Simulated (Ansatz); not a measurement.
A run of Ansatz (development build ahead of 0.2.0) on doublet C₂H₂(+) at this shape:

```xyz
4

C     0.1139   -0.5488   -0.3430
C    -0.1061    0.5618    0.3352
H     0.2822   -1.3987   -0.8619
H    -0.2745    1.4116    0.8541
```

Its results:

| Quantity | Value |
| --- | --- |
| Converged | yes |
| Total energy | -76.37896 hartree |
| Spin squared of the determinant | 0.914 |
| Stability test | minimum |

Forces (eV/Å):
| atom | Fx | Fy | Fz |
| --- | --- | --- | --- |
| C1 | -1.632 | 8.238 | 5.030 |
| C2 | 1.633 | -8.244 | -5.034 |
| H3 | 0.597 | -3.015 | -1.841 |
| H4 | -0.599 | 3.022 | 1.845 |

Question: Which input gives this output? Name the method, the orbitals and the basis set, and write the input.

Answer: UHF in def2-SVP.

```yaml
crystal:
  periodic: [false, false, false]
  atoms:
    - { symbol: C, position_ang: [0.11392, -0.54884, -0.34297] }
    - { symbol: C, position_ang: [-0.10607, 0.56178, 0.33519] }
    - { symbol: H, position_ang: [0.28223, -1.39866, -0.86195] }
    - { symbol: H, position_ang: [-0.27445, 1.41162, 0.85407] }
basis:
  gaussian: { orbitals: def2-SVP }
total_charge: 1
magnetization:
  spin_polarized: true
  initial_magnetization: 1
hamiltonian:
  xc: hf
output:
  forces: true
```

Caution: the unrestricted determinant is spin contaminated.
